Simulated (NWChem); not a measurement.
System: Al cation, singlet

NWChem input:

```
start job
memory heap 200 mb stack 900 mb global 1100 mb
charge 1
geometry units angstroms noautosym nocenter noautoz
  Al     0.000000     0.000000     0.000000
end
basis spherical
  Al library 6-31g*
end
dft
  xc b3lyp
  iterations 150
end
property
  shielding
end
task dft property
```

Excerpt of the output:

```
             Northwest Computational Chemistry Package (NWChem) 7.3.0
             --------------------------------------------------------

                             Geometry "geometry" -> ""
                             -------------------------

 Output coordinates in angstroms (scale by  1.889725989 to convert to a.u.)

  No.       Tag          Charge          X              Y              Z
 ---- ---------------- ---------- -------------- -------------- --------------
    1 Al                  13.0000     0.00000000     0.00000000     0.00000000

 Effective nuclear repulsion energy (a.u.)       0.0000000000

                              NWChem Property Module
                              ----------------------

  itol2e modified to match energy
  convergence criterion.

                                 NWChem DFT Module
                                 -----------------

 Summary of "ao basis" -> "ao basis" (spherical)
 ------------------------------------------------------------------------------
       Tag                 Description            Shells   Functions and Types
 ---------------- ------------------------------  ------  ---------------------
 Al                          6-31g*                  8       18   4s3p1d

  itol2e modified to match energy
  convergence criterion.

            General Information
            -------------------
          SCF calculation type: DFT
          Wavefunction type:  closed shell.
          No. of atoms     :     1
          No. of electrons :    12
           Alpha electrons :     6
            Beta electrons :     6
          Charge           :     1
          Spin multiplicity:     1
          Use of symmetry is: off; symmetry adaption is: off
          Maximum number of iterations: 150
          AO basis - number of functions:    18
                     number of shells:     8
          Convergence on energy requested:  1.00D-07
          Convergence on density requested:  1.00D-05
          Convergence on gradient requested:  5.00D-04

              XC Information
              --------------
                         B3LYP Method XC Potential
                     Hartree-Fock (Exact) Exchange  0.200
                        Slater Exchange Functional  0.800 local
                    Becke 1988 Exchange Functional  0.720 non-local
              Lee-Yang-Parr Correlation Functional  0.810
                  VWN I RPA Correlation Functional  0.190 local

             Grid Information
             ----------------
          Grid used for XC integration:  fine
          Radial quadrature: Mura-Knowles
          Angular quadrature: Lebedev.
          Tag              B.-S. Rad. Rad. Pts. Rad. Cut. Ang. Pts.
          ---              ---------- --------- --------- ---------
          Al                  1.25      123           7.0       770
          Grid pruning is: on
          Number of quadrature shells:   123
          Spatial weights used:  Erf1

      Superposition of Atomic Density Guess
      -------------------------------------

 Sum of atomic energies:        -241.85865070

 Renormalizing density from      13.00 to     12

      Non-variational initial energy
      ------------------------------

 Total energy =    -229.889841
 1-e energy   =    -310.757723
 2-e energy   =      80.867882
 HOMO         =      -0.813196
 LUMO         =      -0.352987

   convergence    iter        energy       DeltaE   RMS-Dens  Diis-err
 ---------------- ----- ----------------- --------- --------- ---------
 d= 0,ls=0.0,diis     1   -242.1095488764 -2.42D+02  3.26D-02  4.16D-01
 d= 0,ls=0.0,diis     2   -242.1443530681 -3.48D-02  4.15D-03  6.68D-03
 d= 0,ls=0.0,diis     3   -242.1449186118 -5.66D-04  9.73D-05  1.48D-06
 d= 0,ls=0.0,diis     4   -242.1449187721 -1.60D-07  1.70D-06  1.55D-10
 d= 0,ls=0.0,diis     5   -242.1449187721 -2.83D-11  1.24D-08  2.01D-14

         Total DFT energy =     -242.144918772095
      One electron energy =     -332.742760346039
           Coulomb energy =      108.964904498928
    Exchange-Corr. energy =      -18.367062924984
 Nuclear repulsion energy =        0.000000000000

 Numeric. integr. density =       11.999999999702

                       DFT Final Molecular Orbital Analysis
                       ------------------------------------

 Vector    4  Occ=2.000000D+00  E=-3.020930D+00
              MO Center=  4.5D-18, -2.6D-17,  1.0D-17, r^2= 1.3D-01
   Bfn.  Coefficient  Atom+Function         Bfn.  Coefficient  Atom+Function
  ----- ------------  ---------------      ----- ------------  ---------------
     4      0.971312  1 Al py                 3     -0.145950  1 Al px
     5     -0.146547  1 Al pz                 8      0.027612  1 Al py

 Vector    5  Occ=2.000000D+00  E=-3.020930D+00
              MO Center= -8.2D-17, -2.9D-17, -5.8D-17, r^2= 1.3D-01
   Bfn.  Coefficient  Atom+Function         Bfn.  Coefficient  Atom+Function
  ----- ------------  ---------------      ----- ------------  ---------------
     3      0.692789  1 Al px                 5      0.680805  1 Al pz
     4      0.206816  1 Al py

 Vector    6  Occ=2.000000D+00  E=-5.749484D-01
              MO Center= -3.6D-17, -8.8D-17,  3.4D-16, r^2= 1.9D+00
   Bfn.  Coefficient  Atom+Function         Bfn.  Coefficient  Atom+Function
  ----- ------------  ---------------      ----- ------------  ---------------
     6      0.847824  1 Al s                  2     -0.300863  1 Al s
    10      0.218433  1 Al s                  1      0.065822  1 Al s

 Vector    7  Occ=0.000000D+00  E=-3.114464D-01
              MO Center=  8.0D-16, -3.4D-16, -1.2D-16, r^2= 3.0D+00
   Bfn.  Coefficient  Atom+Function         Bfn.  Coefficient  Atom+Function
  ----- ------------  ---------------      ----- ------------  ---------------
     7      0.715891  1 Al px                11      0.370481  1 Al px
     3     -0.224736  1 Al px                 8     -0.115566  1 Al py
     9     -0.096060  1 Al pz                12     -0.059807  1 Al py
    13     -0.049712  1 Al pz                 4      0.036279  1 Al py
     5      0.030155  1 Al pz

 Vector    8  Occ=0.000000D+00  E=-3.114464D-01
              MO Center= -5.2D-16,  1.4D-16, -1.1D-16, r^2= 3.0D+00
   Bfn.  Coefficient  Atom+Function         Bfn.  Coefficient  Atom+Function
  ----- ------------  ---------------      ----- ------------  ---------------
     8      0.585072  1 Al py                 9     -0.437603  1 Al pz
    12      0.302781  1 Al py                13     -0.226464  1 Al pz
     4     -0.183668  1 Al py                 5      0.137374  1 Al pz
     7      0.035729  1 Al px

 Vector    9  Occ=0.000000D+00  E=-3.114464D-01
              MO Center= -1.3D-16, -2.9D-16, -1.8D-16, r^2= 3.0D+00
   Bfn.  Coefficient  Atom+Function         Bfn.  Coefficient  Atom+Function
  ----- ------------  ---------------      ----- ------------  ---------------
     9      0.578237  1 Al pz                 8      0.423577  1 Al py
    13      0.299244  1 Al pz                12      0.219206  1 Al py
     5     -0.181523  1 Al pz                 7      0.145967  1 Al px
     4     -0.132971  1 Al py                11      0.075539  1 Al px
     3     -0.045823  1 Al px

          -----------------------------------------
          Chemical Shielding Tensors (GIAO, in ppm)
          -----------------------------------------

                                NWChem CPHF Module
                                ------------------

  scftype          =     RHF
  nclosed          =        6
  nopen            =        0
  variables        =       72
  # of vectors     =        3
  tolerance        = 0.10D-03
  level shift      = 0.00D+00
  max iterations   =       50
  max subspace     =       30

 SCF residual:    2.0959704150666840E-009

Iterative solution of linear equations
  No. of variables       72
  No. of equations        3
  Maximum subspace       30
        Iterations       50
       Convergence  1.0D-04

   iter   nsub   residual    time
   ----  ------  --------  ---------
     1      3    9.59D-17       1.3

      Atom:    1  Al
        Diamagnetic
    783.9367      0.0000      0.0000
      0.0000    783.9367      0.0000
      0.0000      0.0000    783.9367

        Paramagnetic
     -0.0000      0.0000      0.0000
      0.0000      0.0000     -0.0000
      0.0000     -0.0000     -0.0000

        Total Shielding Tensor
    783.9367      0.0000      0.0000
      0.0000    783.9367     -0.0000
      0.0000     -0.0000    783.9367

           isotropic =     783.9367
          anisotropy =       0.0000

          Principal Components and Axis System
                 1           2           3
              783.9367    783.9367    783.9367

      1         0.0000      1.0000      0.0000
      2         1.0000      0.0000     -0.0000
      3        -0.0000      0.0000      1.0000
```

Level: B3LYP/6-31G* (spherical d), GIAO. Low-valent species are run as closed-shell singlets; no triplet was tried in these runs. The printed shielding anisotropy is the first printed principal value minus the mean of the other two.
